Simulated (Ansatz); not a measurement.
`F/C=C\C=C/F` → `CC#CC(F)F`  (isomerisation)

Isolated molecules relaxed with PBE0-D4/def2-TZVP in Ansatz; ΔE leaves out vibrations. CCSD(T)/CBS is the MP2 limit (def2-TZVPP, def2-QZVPP) plus CCSD(T) − MP2 in def2-TZVPP, frozen cores. DFT in def2-TZVPP. B3LYP here is the variant with VWN-RPA as its local correlation; programs differ in this. Each species was taken in one conformer, which may not be the lowest.

```csv
level,ΔE (kJ/mol)
B3LYP,45.8
CCSD/def2-TZVPP,32.6
MP2/def2-QZVPP,23.4
MP2/CBS(def2),23.6
```

What does CCSD(T)/CBS give? (An estimate is asked.)

Ansatz gave: +37.2 kJ/mol. The listed levels differ from it by 8.6, -4.6, -13.8, -13.6 kJ/mol.

Largest T1 diagnostic among the species: 0.013.

The D4 term adds +3.1 kJ/mol with B3LYP and +1.6 kJ/mol with PBE0; it sums over pairs of atoms, weighted by their polarisabilities, and B3LYP, whose exchange is more repulsive, gets the larger term. From PBE to PBE0 (25 % exact exchange), in def2-TZVPP and without D4, ΔE moves by −6.1 kJ/mol.
